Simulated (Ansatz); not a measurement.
**AlHO (singlet): from Hartree-Fock to the top rungs at distance Al1–O2 = 1.675 Å, 6-31G**

One table from this session's results is given with a row withheld; the runs are named, their logs left out.

The runs use Ansatz 0.2.0, Gaussian basis; 6-31G, core rule «outside noble gas», up to 6 orbitals frozen.

The runs, in order: UHF; CCSD(T) on RHF; BCCD(T) on RHF; CISD; CCSDT(Q) on RHF; CISDTQ; CCSDTQ on RHF; CASSCF and MRCISD+Q, 2 electrons in 2 orbitals; CASSCF and NEVPT2, 2 electrons in 2 orbitals; Full CI.

41 further runs of the same task are left out: 24 for a known fault of the program, 12 that didn't finish, 5 set aside as unsound or not needed.

### What is computed

The geometry derives from a PBE0/def2-TZVP stationary point (not a proven minimum). One bond is set to the value named and the two fragments are kept rigid.

3 atoms, charge 0, spin multiplicity 1.

Atoms are counted from 1 here; the program's logs count them from 0.

Bond lengths: Al1–O2 1.674 Å, O2–H3 0.950 Å. Angles: Al1–O2–H3 180.0°.

Set-up of the first run:

in.yaml

```yaml
crystal:
  periodic: [false, false, false]
  atoms:
    - {symbol: Al, position_ang: [0.000000, 0.000000, 1.432992]}
    - {symbol: O, position_ang: [0.000000, 0.000000, -0.241478]}
    - {symbol: H, position_ang: [0.000000, 0.000000, -1.191514]}
basis:
  gaussian: {orbitals: 6-31G}
magnetization: {spin_polarized: true, initial_magnetization: 0}
hamiltonian: {xc: hf}
output: {orbitals: {seedname: orbitals}}
```

Run with:

```sh
> ansatz run in.yaml --threads 1 --pin off --events-out ev --progress --plain --max-ram 2393MiB
```

Among the steps run: UHF; CCSD(T) on RHF; BCCD(T) on RHF; CISD; CCSDT(Q) on RHF; CISDTQ; CCSDTQ on RHF; CASSCF and MRCISD+Q, 2 electrons in 2 orbitals; CASSCF and NEVPT2, 2 electrons in 2 orbitals; Full CI.

One table of the session follows, with a row left open; its other results are not shown here.

It belongs to the step «Misses and costs». 

```
       method  from FCI (meV)
          RHF         +4567.0
         RMP2          +420.6
         CISD               ?
        RCCSD           +96.0
     RCCSD(T)           +22.5
      BCCD(T)           +17.7
       RCCSDT           +16.7
       CISDTQ           +19.8
    RCCSDT(Q)            -2.2
      RCCSDTQ             0.0
  CASSCF pair         +4034.1
  NEVPT2 pair          +358.3
  MRCISD pair          +333.3
MRCISD+Q pair           +59.0
          FCI               0
```

**Question.** Estimate the row for CISD.

The run gave: from FCI (meV): +400.0. In the column «from FCI (meV)» it lies between NEVPT2 pair (+358.3) and RMP2 (+420.6).

Limits of these values: RCCSDT(Q) falls below full CI, which methods that aren't variational can do.
